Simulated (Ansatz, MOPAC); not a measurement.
N-Si bond dissociation enthalpy at 298 K: 6 cases among silicon compounds with O, N or halogens, in kcal/mol, species as SMILES. Conventions: UHF or UKS for open shells; LANL2DZ with its own core potentials from Na on; PM7 with its own dispersion and hydrogen-bond terms; non-relativistic; 6-31G* and kin with 6d, 5d where marked; frozen cores in correlated levels; dispersion terms only where a functional's name holds one; spin-orbit terms left out. CBS(X,Y): correlation extrapolated as X^-3; Hartree-Fock from the larger set. [CCSD(T)-MP2]/basis is that difference in the basis named. Ab initio and DFT rows: single points at B3LYP-D3(BJ) geometries (Ansatz, a quantum-chemistry and plane-wave program), with unscaled harmonic terms from B3LYP/6-31G* (Ansatz) at its own minima. Semi-empirical rows: MOPAC heats of formation at their own minima for 298 K.

Coupled cluster (Ansatz) is a level with limits of its own, used here on species with T1 under 0.025 (0.045 for open shells) and stable references: (a) RI-MP2/CBS(aug-cc-pV(T+d)Z,aug-cc-pV(Q+d)Z)+[CCSD(T)-MP2]/aug-cc-pV(T+d)Z; (b) RI-MP2/CBS(cc-pV(T+d)Z,cc-pV(Q+d)Z)+[CCSD(T)-MP2]/cc-pV(T+d)Z; (c) CCSD(T)/CBS(aug-cc-pV(T+d)Z,aug-cc-pV(Q+d)Z); (d) CCSD(T)/CBS(cc-pV(T+d)Z,cc-pV(Q+d)Z).

```csv
species,atoms,coupled cluster,difference of PM7 (MOPAC),difference of HF/LANL2DZ (Ansatz),difference of PBE/LANL2DZ (Ansatz),difference of PBE/6-31G* (Ansatz),difference of MP2/3-21G (Ansatz),difference of PBE0/def2-TZVPD (Ansatz),difference of B2PLYP-D3(BJ)/def2-TZVPD (Ansatz + dftd3)
"F[Si](F)(N)F, to [NH2] (NH2) + F[Si](F)F",7,121.2 (b),-39.7,-30.7,-9.7,-8.4,3.9,-7.6,-5.2
"CN[SiH3] [N-silylmethanamine], to [SiH3] (SiH3) + C[NH] (CH4N)",10,96.6 (a),-30.8,-36.6,-13.8,-10.0,-9.6,-7.4,-3.2
"N[Si](N)(N)Cl, to [NH2] (NH2) + N[Si](N)Cl",11,112.2 (c),-46.4,-31.9,-11.1,-9.6,-5.2,-7.5,-4.4
"N[SiH](N)N, to N[SiH]N + [NH2] (NH2)",11,112.5 (c),-45.4,-33.5,-11.6,-9.4,-6.1,-7.4,-4.1
"N[SiH2][SiH2]N, to N[SiH2][SiH2] + [NH2] (NH2)",12,99.3 (c),-27.7,-35.8,-7.9,-6.8,-9.5,-6.2,-2.9
"C[Si](C)(N)N [[diamino(methyl)silyl]methane], to C[Si](C)N + [NH2] (NH2)",15,111.4 (d),-46.1,-32.9,-11.0,-10.7,-5.9,-8.1,-4.5
```

| level | cases | mean signed difference | mean absolute difference | median absolute difference | largest absolute difference |
|---|---|---|---|---|---|
| PM7 (MOPAC) | 6 | -39.35 | 39.35 | 42.55 | 46.4 |
| HF/LANL2DZ (Ansatz) | 6 | -33.57 | 33.57 | 33.20 | 36.6 |
| PBE/LANL2DZ (Ansatz) | 6 | -10.85 | 10.85 | 11.05 | 13.8 |
| PBE/6-31G* (Ansatz) | 6 | -9.15 | 9.15 | 9.50 | 10.7 |
| MP2/3-21G (Ansatz) | 6 | -5.40 | 6.70 | 6.00 | 9.6 |
| PBE0/def2-TZVPD (Ansatz) | 6 | -7.37 | 7.37 | 7.45 | 8.1 |
| B2PLYP-D3(BJ)/def2-TZVPD (Ansatz + dftd3) | 6 | -4.05 | 4.05 | 4.25 | 5.2 |

PM7 lies above in 0 of 6 cases and within 2 kcal/mol in 0; mean signed difference -39.35 kcal/mol, mean absolute 39.35 kcal/mol (40.58 over the 4 cases of up to 11 atoms, 36.90 over the larger). These figures hold for the species listed.

How the rows were picked: cases drawn at random among the computed members of the class with clean coupled-cluster diagnostics. The batch they came from held 6 cases of this property in the class: 0 with a tabulated value, 6 with clean coupled cluster alone, 0 with neither, which enter no statistics. The levels are drawn from those run on every case listed, the commonest habits more often. No case is left out for the size of its miss. Left out are saddle points of the reference geometry, anions that the best level run finds unbound, excited spin states, species near biochemistry, 298 K rows of species without real B3LYP wavenumbers, cases with under five habitual levels, runs that failed or that the program found above a lower state of the same kind, table entries that another table contradicts, and a share of species set aside by lot.
